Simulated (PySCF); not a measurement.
C₄H₅FS (charge +1 and doublet state).
Cartesian coordinates in Å at the GFN2-xTB level; atoms count from 1:
```
atom  x, y, z in Å
F1     2.809    0.413    0.002
C2     1.508    0.320    0.004
C3     0.798   -0.835   -0.037
C4    -0.657   -0.656   -0.024
C5    -0.978    0.836    0.033
S6     0.568    1.776    0.062
H7     1.263   -1.808   -0.076
H8    -1.095   -1.197    0.825
H9    -1.103   -1.130   -0.908
H10   -1.556    1.175   -0.830
H11   -1.552    1.109    0.922
```

As a line formula: `FC1=CCC[S+]1` [radical] (charge +1).

Level of theory: UKS B3LYP, pcH-1 on C F H S, non-relativistic, mean-field spin-orbit, GIAO (PySCF 2.14.0). Isolated species at its GFN2-xTB geometry, gas phase. Couplings are sensitive to structure, and on GFN2-xTB geometries they can be far from those on DFT ones, by a factor of two or more for some ions and for spin on atoms past the first row. No stability test was run, so a lower SCF solution isn't excluded.

Problem. Predict the first-order ENDOR lines of C3, C2, C4, C5, F1, H8/H9, H10/H11 and H7 under fast tumbling at B = 340.3 mT (X band).

Solution. For S = 1/2 in fast tumbling each set of equivalent nuclei gives two lines, ν± = |νn ± a/2| to first order, with νn = g_N μN B/h and μN/h = 7.62259 MHz/T.

```json
{"nuclei": "C3", "isotope": "13C", "g_N": "1.4048", "νn (MHz)": "3.64", "a_iso (MHz)": "33.49", "lower line (MHz)": "13.10", "upper line (MHz)": "20.39"}
{"nuclei": "C2", "isotope": "13C", "g_N": "1.4048", "νn (MHz)": "3.64", "a_iso (MHz)": "-21.03", "lower line (MHz)": "6.87", "upper line (MHz)": "14.16"}
{"nuclei": "C4", "isotope": "13C", "g_N": "1.4048", "νn (MHz)": "3.64", "a_iso (MHz)": "-18.98", "lower line (MHz)": "5.85", "upper line (MHz)": "13.13"}
{"nuclei": "C5", "isotope": "13C", "g_N": "1.4048", "νn (MHz)": "3.64", "a_iso (MHz)": "-8.18", "lower line (MHz)": "0.45", "upper line (MHz)": "7.73"}
{"nuclei": "F1", "isotope": "19F", "g_N": "5.2577", "νn (MHz)": "13.64", "a_iso (MHz)": "10.36", "lower line (MHz)": "8.46", "upper line (MHz)": "18.82"}
{"nuclei": "H8/H9", "isotope": "1H", "g_N": "5.5857", "νn (MHz)": "14.49", "a_iso (MHz)": "109.53", "lower line (MHz)": "40.28", "upper line (MHz)": "69.25"}
{"nuclei": "H10/H11", "isotope": "1H", "g_N": "5.5857", "νn (MHz)": "14.49", "a_iso (MHz)": "60.22", "lower line (MHz)": "15.62", "upper line (MHz)": "44.60"}
{"nuclei": "H7", "isotope": "1H", "g_N": "5.5857", "νn (MHz)": "14.49", "a_iso (MHz)": "-32.02", "lower line (MHz)": "1.52", "upper line (MHz)": "30.50"}
```

The rows for 13C, of low natural abundance, apply to labelled samples.

Problem. Which pairs are centred on the nuclear Larmor frequency, and which on half the coupling?

Solution. Centred on νn, since |a| < 2νn: F1. Centred on |a|/2 and split by 2νn: C3, C2, C4, C5, H8/H9, H10/H11 and H7.

Problem. At what field would the lower line of H10/H11 fall to zero frequency?

Solution. Where νn = |a|/2, that is B = 30.11 MHz/(5.5857 × 7.62259 MHz/T) = 707 mT, as far as first order holds there.

Means are taken over nuclei equivalent by connectivity, which assumes that they swap fast.
